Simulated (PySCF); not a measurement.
Job for PySCF: R-HF/3-21G on NH3 (SMILES N).

```python
from pyscf import gto, scf, dft, mp
from pyscf.data.elements import chemcore

mol = gto.M(
    atom='''
    N     0.18039300   -2.94912310    0.00000000
    H     0.75954950   -3.14594770   -0.80607290
    H     0.75954950   -3.14594770    0.80607290
    H     0.04441670   -1.94493990    0.00000000
    ''',
    basis='3-21g',
    charge=0, spin=0, verbose=3, max_memory=1800)
mf = scf.RHF(mol)
mf.conv_tol = 1e-8
mf.max_cycle = 100
mf.kernel()
if not mf.converged:
    mf = mf.newton().run(mf.mo_coeff, mf.mo_occ)
```

Output:

```
converged SCF energy = -55.8697404128567
```

Self-consistency was reached.

Cost: about 0.06 core-seconds (a rough figure).
